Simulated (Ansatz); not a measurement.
Molecular dynamics of C₂H₄ClN

Input:

```yaml
crystal:
  periodic: [false, false, false]
  atoms:
    - { symbol: C, position_ang: [-0.415595, 0.914171, 0.346728] }
    - { symbol: "N", position_ang: [0.194286, -0.37654, 0.475875] }
    - { symbol: C, position_ang: [-0.186297, -1.313145, -0.229431] }
    - { symbol: Cl, position_ang: [0.614502, -2.755189, 0.072459] }
    - { symbol: H, position_ang: [-1.518405, 0.813292, 0.16106] }
    - { symbol: H, position_ang: [-0.310971, 1.605045, 1.172297] }
    - { symbol: H, position_ang: [-0.055338, 1.682921, -0.71457] }
    - { symbol: H, position_ang: [-0.808355, -1.347602, -1.143357] }
basis:
  gaussian: { orbitals: def2-SVP }
hamiltonian:
  xc: b3lyp
  dispersion: d4
md:
  timestep: 0.5
  n_steps: 100
  ensemble: nvt_nose_hoover
  temperature: 1000.0
  initial_velocities: maxwell_boltzmann
  seed: 869452
  nose_hoover: { tau: 50.0, chain_length: 3 }
```

Run as:

```bash
$ ansatz run input.yaml --threads 1 --pin off --max-ram 2048MiB --backend cpu --events-out ev --progress --plain --runs-dir out
```

It goes on from the last frame of an earlier run, with new velocities.

Output, in part (step lines, the closing report, with atoms numbered from 0):

```
md step     0: t =     0.00 fs  T =  1000.0 K  F+E_penalty+E_count = -16144.09107451 eV  E_kin = 0.775560 eV  conserved = -16143.31551452 eV  (26 SCF iters)
[... lines left out ...]
Total energy: -16144.51042726 eV, -593.2998150595 hartree
Atom 0 at    -0.509535     0.992337     0.231267 Å, force    -1.874072     1.428625    -1.577281 eV/Å
Atom 1 at     0.186139    -0.207714     0.641646 Å, force    -0.250961    -2.118509    -1.502856 eV/Å
Atom 2 at    -0.045416    -1.230734    -0.097454 Å, force    -1.017012     0.455775     0.763931 eV/Å
Atom 3 at     0.610453    -2.877377     0.006323 Å, force     0.354687     0.824790     0.497973 eV/Å
Atom 4 at    -1.746461     0.939010     0.004932 Å, force     3.066297    -0.213418     0.800338 eV/Å
Atom 5 at    -0.313924     1.857005     0.916384 Å, force    -0.294751    -0.743634    -0.103912 eV/Å
Atom 6 at    -0.069279     1.332937    -0.767415 Å, force    -0.486228    -0.267132     0.929431 eV/Å
Atom 7 at    -0.867125    -1.337468    -0.852882 Å, force     0.502038     0.633503     0.192377 eV/Å
Dipole moment:    -0.291859     0.226225    -0.286227 e Å
```

The steps, from the saved trajectory:

```
time (fs)  T (K)  potential energy less start (eV)  conserved less start (meV/atom)
      0.0   1000                             0.000                             0.00
      1.5    928                             0.060                             0.52
      3.0   1205                            -0.156                             0.36
      4.5   1579                            -0.456                            -0.80
      6.0   1253                            -0.192                             0.80
      7.5   1560                            -0.446                            -0.98
      9.0   1434                            -0.341                             0.32
     10.5   1383                            -0.308                            -0.12
     12.0   1167                            -0.143                             0.18
     13.5    974                             0.007                             0.65
     15.0   1329                            -0.277                             0.15
     16.5   1584                            -0.489                            -0.94
     18.0   1132                            -0.133                             0.54
     19.5   1206                            -0.204                            -0.40
     21.0   1300                            -0.282                            -0.12
     22.5   1221                            -0.230                            -0.32
     24.0    694                             0.179                             0.51
     25.5    621                             0.234                             0.68
     27.0   1193                            -0.222                            -0.23
     28.5   1291                            -0.312                            -0.99
     30.0    651                             0.190                             0.55
     31.5    822                             0.049                            -0.09
     33.0   1124                            -0.197                            -0.67
     34.5    732                             0.107                             0.05
     36.0    284                             0.457                             0.68
     37.5    582                             0.223                             0.46
     39.0   1287                            -0.339                            -0.73
     40.5   1121                            -0.214                            -0.45
     42.0    699                             0.115                             0.40
     43.5   1143                            -0.240                            -0.43
     45.0   1302                            -0.373                            -0.65
     46.5    722                             0.080                             0.41
     48.0    551                             0.211                             0.64
     49.5   1114                            -0.235                             0.02
```

All steps were run. The conserved energy stayed within 1.1 meV per atom of its start (net change -0.34 meV per atom), so the integration is sound. The mean temperature of the second half is 10 % below the set value. A run of 0.05 ps of so small a system gives no equilibrium averages.

The same pairs are bonded in the first frame and the last. It ends as one piece, C2H4ClN. Pairs count as bonded within 1.25 times the sum of covalent radii (0.12 Å more for H–H).

Last frame:

```xyz
8
Properties=species:S:1:pos:R:3
C -0.509 0.992 0.231
N 0.186 -0.208 0.642
C -0.045 -1.231 -0.098
Cl 0.611 -2.877 0.006
H -1.746 0.939 0.005
H -0.314 1.857 0.916
H -0.069 1.333 -0.767
H -0.867 -1.337 -0.853
```

The run took 3.8 min on 1 thread of Arm Neoverse V2, on a shared host, peak memory 0.15 GiB.
